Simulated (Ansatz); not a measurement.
Born–Oppenheimer molecular dynamics of CH$_{6}$OSi (9 atoms, charge 0, multiplicity 1). It starts from a relaxed structure.

These are results of RKS PBE-D4/def2-SVP in Ansatz 0.2.0, not measurements.

- ensemble: NVE (velocity Verlet)
- time step: 0.5 fs
- steps asked: 250
- starting velocities drawn for: 3000 K
- seed: 391675

First frame:

```xyz
9
Properties=species:S:1:pos:R:3
Si 0.051 -0.049 0.042
H 0.285 0.146 1.521
H 1.313 0.218 -0.719
H -1.029 0.913 -0.391
O -0.373 -1.638 -0.303
C -1.527 -2.247 0.243
H -1.507 -2.270 1.358
H -2.466 -1.733 -0.071
H -1.578 -3.296 -0.117
```

**Question.** What does the run give?

**Answer.** All steps were run.

| Quantity | Value |
| --- | --- |
| steps done | 250 |
| time covered | 125 fs |
| mean temperature over the second half | 1434 K |
| spread of the potential energy over the second half | 30.7 meV per atom |
| mean potential energy of the second half above the start | 158.2 meV per atom |

The conserved energy stayed within 1.3 meV per atom of its start (net change 0.49 meV per atom), so the integration is sound. Over the second half the temperature averaged 0.48 of the 3000 K drawn at the start: a run that starts near a minimum puts about half its kinetic energy into the potential. A run of 0.12 ps of so small a system gives no equilibrium averages.

**Question.** What happens to the structure?

**Answer.** The same pairs are bonded in the first frame and the last. Pairs count as bonded within 1.25 times the sum of covalent radii (0.12 Å more for H–H). The details hang on the random start.

**Question.** How do temperature and energy run in time?

**Answer.** 
| time (fs) | T (K) | potential energy less start (eV) | conserved less start (meV/atom) |
| --- | --- | --- | --- |
| 0 | 3000 | 0.000 | 0.00 |
| 4 | 1264 | 1.580 | 1.06 |
| 8 | 982 | 1.834 | 0.96 |
| 12 | 1531 | 1.336 | 0.71 |
| 16 | 1631 | 1.243 | 0.48 |
| 20 | 1061 | 1.763 | 0.96 |
| 24 | 1437 | 1.422 | 0.84 |
| 28 | 1317 | 1.530 | 0.80 |
| 32 | 1821 | 1.071 | 0.46 |
| 36 | 1638 | 1.240 | 0.77 |
| 40 | 892 | 1.917 | 1.00 |
| 44 | 1600 | 1.270 | 0.39 |
| 48 | 1937 | 0.966 | 0.47 |
| 52 | 1540 | 1.327 | 0.72 |
| 56 | 1141 | 1.690 | 0.86 |
| 60 | 1630 | 1.244 | 0.52 |
| 64 | 1278 | 1.564 | 0.66 |
| 68 | 1042 | 1.779 | 0.79 |
| 72 | 1631 | 1.246 | 0.71 |
| 76 | 2073 | 0.844 | 0.64 |
| 80 | 1589 | 1.285 | 0.92 |
| 84 | 1280 | 1.564 | 0.76 |
| 88 | 1039 | 1.782 | 0.92 |
| 92 | 1673 | 1.209 | 0.86 |
| 96 | 1794 | 1.099 | 0.80 |
| 100 | 1500 | 1.363 | 0.68 |
| 104 | 1160 | 1.673 | 0.98 |
| 108 | 1398 | 1.457 | 0.86 |
| 112 | 1555 | 1.313 | 0.60 |
| 116 | 1035 | 1.786 | 0.94 |
| 120 | 1090 | 1.737 | 0.99 |
| 124 | 1772 | 1.117 | 0.68 |

Time of the run: 6.9 min on 1 thread of Arm Neoverse V2 (shared host), peak memory 0.13 GiB.
